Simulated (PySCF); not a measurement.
SOF₂: adding exact exchange

Base calculation in PySCF with density fitting and no spin–orbit coupling, PBE/def2-TZVP (no relativity): singlet, Cs, S–F 1.629 Å (×2), S–O 1.440 Å; F–S–F 93.4°, F–S–O 106.6° (×2); wavenumbers 333, 362, 480, 685, 750, 1289 cm⁻¹; dipole moment 1.55 D, gap between the highest occupied and lowest empty levels 5.70 eV, polar-tensor charge of S 1.68 e, atomisation energy (no zero-point energy) 1395 kJ/mol.

Question: What changes on going to PBE0/def2-TZVP (no relativity)?

Answer: The point group stays the same. Changes: mean bond to S -0.034 Å, smallest bond angle -0.4 degrees, highest wavenumber +84 cm⁻¹, lowest wavenumber +42 cm⁻¹, dipole moment +0.10 D, gap between the highest occupied and lowest empty levels +2.82 eV, polar-tensor charge of S +0.15 e, atomisation energy (no zero-point energy) -127 kJ/mol. The new structure has S–F 1.588 Å (×2), S–O 1.419 Å; F–S–F 93.0°, F–S–O 106.5° (×2), with wavenumbers 375, 395, 534, 762, 827, 1373 cm⁻¹. Exact exchange shortens and stiffens the bonds and opens the gap, the usual pattern.

The structures come from searches over a few start shapes, so lower isomers are not excluded.
